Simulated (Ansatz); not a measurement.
A made-up structure of CH4NS (charge +1), closed shell:

```
atom    x (Å)    y (Å)    z (Å)
  N1  -0.8959   0.3735  -0.7705
  C2  -0.0078  -0.0869   0.2794
  S3   1.8553  -0.2892   0.0591
  H4  -2.0082   0.4754  -0.5791
  H5  -0.5281   0.6471  -1.8090
  H6  -0.5148  -0.3514   1.3533
  H7   2.0996  -0.7685   1.4669
```

It is relaxed with PBE-D4/def2-SVP and then PBE0-D4/def2-TZVP (Ansatz 0.2.0). Atoms count as bonded within 1.22 times the sum of their covalent radii (H–H: 0.88 Å). The end point is not checked to be a true minimum.

(1) Does its bonding change? (A judgement: the text doesn't fix the answer.)

Answers

(1) Computed: No: no bond forms or breaks.

Where it ends: The first stage lowers the energy by 1.61 eV in 6 steps. It ends as CH₄NS ([NH2][CH][SH]), total charge +1:
```
7
angstrom
N -0.7999 0.3335 -0.6880
C -0.0070 -0.0776 0.2494
S 1.6564 -0.2582 0.0527
H -1.7930 0.4244 -0.5170
H -0.4715 0.5778 -1.6151
H -0.4597 -0.3137 1.2083
H 1.8747 -0.6861 1.3097
```

Labels in which every atom is bracketed show which atoms are joined, not bond orders.

For scale, one of the runs: PBE0-D4/def2-TZVP relaxation, 123 basis functions, launched by `ansatz run in.yaml --threads 2 --pin off --events-out ev --progress --plain --max-ram 4352MiB`. Hardware: 2 CPU threads of an Arm Neoverse V1, shared host. Wall time about 12 s.
